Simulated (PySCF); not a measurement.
**Basis-set dependence of excited states**

BCl (singlet state).
SMILES: `[B]Cl`

TDDFT with PBE0 (PySCF), vertical singlets, core orbitals frozen in the response, spherical d and f functions. Geometry: PBE0-D3(BJ)/def2-SVP; no solvent, vibrations or thermal averaging.

```json
{"basis": "6-31G*", "functions": "32", "diffuse": "no", "S1 (eV)": "4.60", "S2 (eV)": "4.60", "S3 (eV)": "7.39", "S4 (eV)": "7.54", "S5 (eV)": "7.54", "LUMO (eV)": "-1.54", "α (au)": "23.6"}
{"basis": "def2-SVP", "functions": "32", "diffuse": "no", "S1 (eV)": "4.48", "S2 (eV)": "4.48", "S3 (eV)": "7.30", "S4 (eV)": "7.47", "S5 (eV)": "7.47", "LUMO (eV)": "-1.77", "α (au)": "25.5"}
{"basis": "6-31+G*", "functions": "40", "diffuse": "yes", "S1 (eV)": "4.57", "S2 (eV)": "4.57", "S3 (eV)": "7.02", "S4 (eV)": "7.28", "S5 (eV)": "7.42", "LUMO (eV)": "-1.88", "α (au)": "29.3"}
{"basis": "def2-SVPD", "functions": "47", "diffuse": "yes", "S1 (eV)": "4.38", "S2 (eV)": "4.38", "S3 (eV)": "7.24", "S4 (eV)": "7.38", "S5 (eV)": "7.38", "LUMO (eV)": "-1.99", "α (au)": "32.8"}
{"basis": "aug-cc-pVDZ", "functions": "50", "diffuse": "yes", "S1 (eV)": "4.46", "S2 (eV)": "4.46", "S3 (eV)": "6.96", "S4 (eV)": "7.21", "S5 (eV)": "7.35", "LUMO (eV)": "-1.93", "α (au)": "32.6"}
{"basis": "def2-TZVP", "functions": "68", "diffuse": "no", "S1 (eV)": "4.39", "S2 (eV)": "4.39", "S3 (eV)": "7.18", "S4 (eV)": "7.32", "S5 (eV)": "7.32", "LUMO (eV)": "-1.90", "α (au)": "30.3"}
{"basis": "def2-TZVPD", "functions": "83", "diffuse": "yes", "S1 (eV)": "4.37", "S2 (eV)": "4.37", "S3 (eV)": "6.96", "S4 (eV)": "7.15", "S5 (eV)": "7.28", "LUMO (eV)": "-1.94", "α (au)": "33.2"}
{"basis": "aug-cc-pVTZ", "functions": "96", "diffuse": "yes", "S1 (eV)": "4.40", "S2 (eV)": "4.40", "S3 (eV)": "6.87", "S4 (eV)": "7.19", "S5 (eV)": "7.26", "LUMO (eV)": "-1.93", "α (au)": "33.1"}
```

Task: How much do these states and the polarisability depend on the basis?

Result: States are compared by their number. Against the largest diffuse basis here (aug-cc-pVTZ, itself not a converged limit), sets without diffuse functions differ by up to 0.20 eV in S1 and 0.27 eV in S5; the smaller diffuse sets differ by up to 0.17 and 0.16 eV. State by state, the largest deviation of a set without diffuse functions is S1 0.20, S2 0.20, S3 0.52, S4 0.35, S5 0.27 eV. The same number needn't mean the same state in each row. Against aug-cc-pVTZ the polarisability deviates by -29% in 6-31G*, -23% in def2-SVP, -11% in 6-31+G*, -1% in def2-SVPD, -2% in aug-cc-pVDZ, -9% in def2-TZVP, 0% in def2-TZVPD.
